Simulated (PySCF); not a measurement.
# Relaxation of singlet PON

Method: PBE0/[P def2-TZVP, O def2-TZVP, N def2-TZVP], no relativity, density fitting, PySCF. A (50,194) grid was used.

A hand-made linear start, of C∞v symmetry, held to at least that symmetry:

```xyz
3
charge 0 multiplicity 1, angstrom
P     0.0000    0.0000    0.0451
O     0.0000    0.0000   -1.5449
N     0.0000    0.0000    1.6651
```

Task: What forces act on the atoms at the start (eV/Å)?

Result: 
| atom | Fx | Fy | Fz |
| --- | --- | --- | --- |
| P1 | 0.00 | 0.00 | 0.41 |
| O2 | 0.00 | 0.00 | 5.73 |
| N3 | 0.00 | 0.00 | -6.14 |

Task: What does it relax to?

Result: It ends at C∞v with P–N 1.483 Å, P–O 1.460 Å; N–P–O 180.0°. A frequency run shows a minimum. Other isomers or separated fragments may lie lower.

Task: How much energy is released, and in how many steps?

Result: 87.6 kJ/mol in 6 steps.
